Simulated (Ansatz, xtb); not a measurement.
**CH6N2O: which of two conformers lies lower**

Structure X: `NNCO`, a singlet. Structure Y: `NNCO`, a singlet. Both are isolated molecules in the gas phase, relaxed with B3LYP-D3(BJ)/def2-SVP.

X (Å):

```csv
atom,x (Å),y (Å),z (Å)
C,-0.5298,1.2898,0.2516
N,1.4017,0.7099,1.4664
N,0.4546,0.2733,0.5064
O,-0.0143,2.5183,-0.2259
H,2.2170,1.1475,1.0293
H,1.7325,-0.0931,1.9990
H,0.8988,-0.0092,-0.3708
H,-1.1026,1.4422,1.1842
H,-1.2089,0.9087,-0.5274
H,0.4160,2.9456,0.5277
```

Y (Å):

| atom | x (Å) | y (Å) | z (Å) |
| --- | --- | --- | --- |
| C | -0.1707 | -0.2702 | 0.0142 |
| N | 0.0672 | -0.6173 | 2.4014 |
| N | -0.8046 | -0.5001 | 1.2990 |
| O | -1.1256 | -0.2756 | -1.0041 |
| H | 0.4360 | -1.5678 | 2.4327 |
| H | 0.8700 | 0.0193 | 2.3288 |
| H | -1.4839 | 0.2361 | 1.4917 |
| H | 0.6044 | -1.0584 | -0.1050 |
| H | 0.3491 | 0.7107 | -0.0594 |
| H | -1.6420 | -1.0871 | -0.8871 |

Energies in hartree; the thermal terms are from B3LYP-D3(BJ)/def2-SVP harmonic frequencies (ideal gas, rigid rotor, one conformer each, 298.15 K, 1 atm) and include the zero-point energy:

|  | X | Y |
| --- | --- | --- |
| E, CCSD(T)/def2-TZVP | −226.050757 | −226.045750 |
| zero-point energy | 0.086976 | 0.086721 |
| H(298 K) − E | 0.092910 | 0.092708 |
| G(298 K) − E | 0.059796 | 0.059489 |

Work out ΔE, ΔE₀, ΔH and ΔG for X → Y in kJ/mol (1 Eh = 2625.50 kJ/mol) and the equilibrium ratio [Y]/[X].

1. ΔE = −226.045750 − (−226.050757) = +0.005007 Eh = +13.15 kJ/mol.
2. ΔE₀ = ΔE + ΔZPE = +0.005007 + (−0.000255) Eh = +12.48 kJ/mol.
3. ΔH = ΔE + (−0.000202) Eh = +12.62 kJ/mol.
4. ΔG = ΔE + (−0.000307) Eh = +12.34 kJ/mol, so ΔS = (ΔH − ΔG)/T = +0.9 J/(mol K).
5. kT = 0.9442 mEh, so K = [Y]/[X] = exp(−ΔG/kT) = exp(−4.98) ≈ 0.0069.

Structure X is favoured at this temperature. An error of 4 kJ/mol in ΔG would change K by a factor of 5. Mirror images and further conformers aren't counted.

Other levels gave ΔE = +11.3 (B3LYP-D3(BJ)/def2-SVP); +10.7 (HF/def2-TZVP); +13.7 (MP2/def2-TZVP) kJ/mol. The correlated steps freeze 4 core orbitals. Programs: Ansatz 0.2.0.
